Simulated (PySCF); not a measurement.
methanol (CH₄O), SMILES CO.

Geometry: ωB97X-D3(BJ)/def2-TZVP.

Two levels are set side by side: TDDFT-PBE/def2-TZVPD (PySCF) and TDDFT-ωB97X/def2-TZVPD (PySCF). Vertical, same geometry. The lowest singlet is HOMO→LUMO 100 % with PBE and HOMO→LUMO 78 % with the other functional; states are paired by order. Differences are taken from unrounded values.

| quantity | TDDFT-ωB97X | TDDFT-PBE | TDDFT-PBE minus TDDFT-ωB97X |
|---|---|---|---|
| lowest singlet excitation (eV) | 7.07 | 5.92 | -1.15 |
| lowest triplet excitation (TDA) (eV) | 6.81 | 5.69 | -1.12 |

Functionals without exact exchange tend to place singlet excitations lower, as here. Differences between two approximate levels are no errors against the true value.

Rough cost on one machine, each run with all the roots and properties that it gave: TDDFT-ωB97X against TDDFT-PBE about 4 times.
